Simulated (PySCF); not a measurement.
Working out the ionisation energy of Si

Si [Ne] 3s2 3p2 (3P) → Si+ [Ne] 3s2 3p1 (2P). Computed with PySCF 2.14 in cc-pV(D+d)Z (4s3p2d, 23 functions), with the non-relativistic Hamiltonian (point nucleus). Frozen: [Ne]. Energies in hartree (1 hartree = 27.21139 eV):

```csv
part,Si (lower),Si+ (upper)
UHF,-288.850226,-288.569424
CCSD correlation,-0.065128,-0.054060
(T),-0.001074,-0.000677
```

What does Hartree-Fock give?

(-288.569424) − (-288.850226) = 0.280802 hartree = 7.641 eV.

What do CCSD and CCSD(T) give?

The CCSD correlation energies differ by 0.011068 hartree = 0.301 eV and the triples by 0.000397 hartree = 0.011 eV, so CCSD gives 7.942 eV and CCSD(T) 7.953 eV.

Measured between the centres of the two terms (NIST): 8.157 eV, so CCSD(T) (valence) is off by -0.204 eV.

What remains against the reference includes basis incompleteness, the frozen core and higher excitations.
